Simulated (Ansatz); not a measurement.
# quartet C2H6B: levels of theory compared

We compute a comparison of 6 runs (UHF/STO-3G, UHF/3-21G, U-r2SCAN/def2-SVPD, UBHLYP/def2-SVPD, UCAM-B3LYP/def2-SVPD, UCCSD(T)/def2-SVPD) of quartet C2H6B. 

The calculation is run with Ansatz 0.2.0.

36 further runs of the same task are left out: 36 set aside as unsound or not needed.

## 1. The structure to begin with

C2H6B: 9 atoms, total charge 0, spin state quartet. As SMILES of the parent species, `[BH]CC`. The shape is that of a PBE0-D4/def2-TZVP optimisation. This is one conformer, not always the lowest. That shape belongs to the parent species and isn't relaxed for this state.

Bond lengths: B1–C2 1.537 Å, C2–C3 1.524 Å, B1–H4 1.197 Å, C2–H5 1.103 Å, C2–H6 1.103 Å, C3–H7 1.093 Å, C3–H8 1.092 Å, C3–H9 1.092 Å. Some angles: B1–C2–C3 119.1°, B1–C2–H5 105.7°, B1–C2–H6 105.7°, C3–C2–H5 110.9°, C3–C2–H6 110.9°, C2–B1–H4 127.6°, C2–C3–H7 111.8°, C2–C3–H8 110.9°, C2–C3–H9 110.9°, H5–C2–H6 103.0°.

## 2. The energy at UHF/STO-3G (run 1)

Input file job.yaml:

```yaml
crystal:
  periodic: [false, false, false]
  atoms:
    - {symbol: B, position_ang: [-1.415300, 0.517300, -0.623600]}
    - {symbol: C, position_ang: [0.077500, 0.346900, -0.300600]}
    - {symbol: C, position_ang: [0.504700, -0.731500, 0.688600]}
    - {symbol: H, position_ang: [-1.915600, 1.307200, -1.370300]}
    - {symbol: H, position_ang: [0.580700, 0.211000, -1.273200]}
    - {symbol: H, position_ang: [0.428600, 1.341200, 0.024500]}
    - {symbol: H, position_ang: [1.588300, -0.746200, 0.828800]}
    - {symbol: H, position_ang: [0.197300, -1.721000, 0.344100]}
    - {symbol: H, position_ang: [0.042200, -0.571000, 1.664600]}
basis:
  gaussian:
    orbitals: STO-3G
magnetization:
  spin_polarized: true
  initial_magnetization: 3
hamiltonian:
  xc: hf
accuracy: high
output: {orbitals: {seedname: orbitals}}
```

On the command line:

```console
$ ansatz run job.yaml --threads 1 --pin off --max-ram 3480MiB --events-out events.jsonl --progress --plain --runs-dir runs
```

The program printed:

```text
Warning: RAYON_NUM_THREADS=1 ignored (pool sized by the plan → 1); use --threads N
Functional definition: HF
  name "HF"
  exchange = exact_x
  correlation = 0
396 factors; integrals over basis functions are off by at most 2.8e-8 eV
mean field evaluation 1: about -2781.8415 eV, gradient 1.5e1 eV
mean field evaluation 2: about -2781.9875 eV, gradient 1.5e1 eV
mean field evaluation 4: about -2784.5041 eV, gradient 1.9e0 eV
mean field evaluation 8: about -2784.5826 eV, gradient 1.7e-1 eV
mean field evaluation 16: about -2784.5856 eV, gradient 2.1e-8 eV
mean field evaluation 32: about -2781.1656 eV, gradient 9.6e0 eV
mean field -2784.58562086 eV, -102.3316341068 hartree, gradient 2.1e-8 eV, S^2 3.751748; 0 other end points of the search recorded, 0 dependent functions left out
reference -2784.58562086 eV, -102.3316341068 hartree; 13, 10 occupied and 8, 11 virtual orbitals, 396 factors
Total energy: -2784.58562086 eV, -102.3316341068 hartree
```

Wall time 0.34 s (1 thread of Intel Xeon Platinum 8259CL at 2.50GHz (Skylake/Cascade Lake), shared host).

## 3. A single-point energy at UHF/3-21G (run 2)

Edit job.yaml of step 2 so:

```diff
@@ -13,9 +13,6 @@
 basis:
-  gaussian:
-    orbitals: STO-3G
-magnetization:
-  spin_polarized: true
-  initial_magnetization: 3
-hamiltonian:
-  xc: hf
+  gaussian: {orbitals: 3-21G.json}
+total_charge: 0
+magnetization: {spin_polarized: true, initial_magnetization: 3}
+hamiltonian: {xc: hf}
 accuracy: high
```

The basis set 3-21G is read from a file made from the Basis Set Exchange's data (not shown).

On the command line:

```console
$ ansatz run job.yaml --threads 1 --pin off --max-ram 3480MiB --events-out events.jsonl --progress --plain --runs-dir runs
```

The program printed:

```text
Warning: RAYON_NUM_THREADS=1 ignored (pool sized by the plan → 1); use --threads N
[... 4 set-up lines as earlier in the session ...]
959 factors; integrals over basis functions are off by at most 4.1e-9 eV
mean field evaluation 1: about -2801.6969 eV, gradient 1.4e1 eV
mean field evaluation 2: about -2801.9895 eV, gradient 1.4e1 eV
mean field evaluation 4: about -2804.1320 eV, gradient 1.9e0 eV
mean field evaluation 8: about -2804.2317 eV, gradient 1.5e-1 eV
mean field evaluation 16: about -2804.2331 eV, gradient 9.5e-7 eV
mean field evaluation 32: about -2802.5924 eV, gradient 7.5e0 eV
mean field evaluation 64: about -2804.2319 eV, gradient 1.1e-1 eV
mean field -2804.23312853 eV, -103.0536666958 hartree, gradient 4.7e-8 eV, S^2 3.754889; 0 other end points of the search recorded, 0 dependent functions left out
reference -2804.23312853 eV, -103.0536666958 hartree; 13, 10 occupied and 26, 29 virtual orbitals, 959 factors
Total energy: -2804.23312853 eV, -103.0536666958 hartree
```

Wall time 0.99 s (1 thread of Intel Xeon Platinum 8259CL at 2.50GHz (Skylake/Cascade Lake), shared host); peak memory 0.11 GiB.

Runs 3 to 5 aren't shown in full; the table further down has their settings and results.

## 4. A single-point energy at UCCSD(T)/def2-SVPD (run 6)

Edit job.yaml of step 3 so:

```diff
@@ -13,7 +13,6 @@
 basis:
-  gaussian: {orbitals: 3-21G.json}
-total_charge: 0
+  gaussian: {orbitals: def2-SVPD}
 magnetization: {spin_polarized: true, initial_magnetization: 3}
-hamiltonian: {xc: hf}
+correlation: {method: ccsd_t, frozen_orbitals: {B: 1, C: 1, H: 0}}
 accuracy: high
-output: {orbitals: {seedname: orbitals}}
+scf: {omitted_lower_state_checks: [cluster_reference, increment]}
```

On the command line:

```console
$ ansatz run job.yaml --threads 1 --pin off --max-ram 3480MiB --events-out events.jsonl --progress --plain --runs-dir runs
```

The program printed:

```text
Warning: RAYON_NUM_THREADS=1 ignored (pool sized by the plan → 1); use --threads N
[... 12 lines left out ...]
3 core orbitals not correlated: weight in the atoms' cores, before any rotation towards them, 1.000 or more for the frozen orbitals, at most 0.000 for the correlated occupied ones
[... 33 lines left out ...]
Total energy: -2829.61250499 eV, -103.9863415781 hartree
Checks for a lower state left out: cluster_reference, increment
```

It took 87 s on 1 thread of Intel Xeon Platinum 8259CL at 2.50GHz (Skylake/Cascade Lake), shared host; peak memory 2 GiB.

## 5. Overview of the runs

```tsv
run	level	frozen core orbitals	energy (Eh)	HOMO energy (eV)	⟨S²⟩	wall time
1	UHF/STO-3G	–	-102.331634	-4.37	3.752	0.34 s
2	UHF/3-21G	–	-103.053667	-6.74	3.755	0.99 s
3	U-r2SCAN/def2-SVPD	–	-104.245763	-3.17	3.755	20 s
4	UBHLYP/def2-SVPD	–	-104.229435	-4.90	3.755	16 s
5	UCAM-B3LYP/def2-SVPD	–	-104.228432	-5.22	3.753	18 s
6	UCCSD(T)/def2-SVPD	3	-103.986342	–	3.759	87 s
```

## 6. Summary of results

```
                                          quantity          value
                               run 6: total energy  -103.98634 Eh
run 6: correlation energy (3 core orbitals frozen)     -420.4 mEh
                             run 6: (T) correction     -14.02 mEh
          run 6: ⟨S²⟩ of the reference determinant          3.759
                              run 6: T1 diagnostic          0.045
```

Totals of different functionals can't be ranked against each other. In run 1 the basis is minimal, so the values are rough. All runs together took 2.4 min, the longest 87 s.
